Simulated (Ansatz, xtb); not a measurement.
Relative energy of two isomers of CH2O+

Structure I: the doublet with the links of `[H]/[C]=[O+]/[H]`. Structure II: the doublet with the links of `[H]/[C]=[O+]\[H]`. Both are isolated ions in the gas phase, relaxed with PBE0-D3(BJ)/def2-SVP.

I (Å):

```xyz
4

C    -0.5794    0.9276   -0.7424
O    -0.6348   -0.1588   -1.2806
H    -1.0564    1.1867    0.2289
H    -0.1743   -0.2930   -2.1509
```

II (Å):

```xyz
4

C    -0.0225   -0.6479    0.2483
O     1.0048   -0.7882   -0.3724
H    -0.4101    0.1884    0.8731
H     1.7104   -0.0849   -0.3998
```

Quicker runs give these differences E(II) − E(I): GFN2-xTB +0.065 eV; HF/STO-3G +0.321 eV (at GFN2-xTB geometries); r2SCAN-D4/def2-SVP +0.252 eV (at GFN2-xTB geometries).

Estimate E(II) − E(I) at the level CCSD(T)/def2-TZVPP.

Calculated at CCSD(T)/def2-TZVPP: E(II) − E(I) = +0.165 eV, so structure I lies lower.

The same difference at several levels:

```tsv
level	geometry	E(II) − E(I) (eV)	departure from the last row (eV)	job, with rough time for the two
GFN2-xTB	GFN2-xTB	+0.065	−0.100	optimisation, 0.49 s
HF/STO-3G	GFN2-xTB	+0.321	+0.156	single point, 0.74 s
r2SCAN-D4/def2-SVP	GFN2-xTB	+0.252	+0.087	single point, 4.7 s
PBE0-D3(BJ)/def2-SVP	PBE0-D3(BJ)/def2-SVP	+0.157	−0.007	optimisation, 37 s
HF/def2-TZVPP	PBE0-D3(BJ)/def2-SVP	+0.132	−0.033	part of the CCSD(T) run
MP2/def2-TZVPP	PBE0-D3(BJ)/def2-SVP	+0.163	−0.001	part of the CCSD(T) run
CCSD(T)/def2-TZVPP	PBE0-D3(BJ)/def2-SVP	+0.165		single point, 40 s
```

As drawn, both hold the same kinds of bond in the same numbers.

None of the levels shown reverses the order. The largest departure from CCSD(T)/def2-TZVPP is that of HF/STO-3G, 0.156 eV.

With harmonic frequencies from PBE0-D3(BJ)/def2-SVP (ideal gas, rigid rotor, one conformer each, 298.15 K, 1 atm): on the last row, ΔE + ΔZPE = +0.153, ΔH = +0.153, ΔG = +0.152 eV.

Open shells are spin-unrestricted. The correlated steps freeze 2 core orbitals. Codes used: Ansatz 0.2.0, xtb 6.7.1; the last row on 1 thread of AMD EPYC (Zen 3) on a shared host.
